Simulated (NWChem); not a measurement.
System: disilane (Si2H6); SMILES [SiH3][SiH3]

Here is an NWChem input.

```
start job
memory heap 200 mb stack 900 mb global 1100 mb
geometry units angstroms noautosym nocenter noautoz
  Si     0.000000     0.000000     1.173049
  Si     0.000000     0.000000    -1.173049
  H     -1.328132    -0.453417     1.689011
  H      0.271395     1.376904     1.689011
  H      1.056737    -0.923487     1.689011
  H     -0.271395    -1.376904    -1.689011
  H      1.328132     0.453417    -1.689011
  H     -1.056737     0.923487    -1.689011
end
basis spherical
  Si library def2-svp
  H library def2-svp
end
dft
  xc b3lyp
  iterations 150
  vectors input atomic output neutral.movecs
end
task dft energy
charge 1
dft
  odft
  mult 2
  vectors input atomic output cation.movecs
end
task dft energy
```

Geometry: optimised at PBE0/def2-SVP.

Ions are spin-unrestricted doublets at the neutral geometry; other ion states weren't tried.

### Question
What results follow from this input? (B3LYP/def2-SVP, vertical spin-unrestricted ions.) Quantities: vertical ionisation energy, ΔSCF (eV); −ε(HOMO) (eV).

### Answer
- vertical ionisation energy, ΔSCF (eV): 10.58
- −ε(HOMO) (eV): 8.19
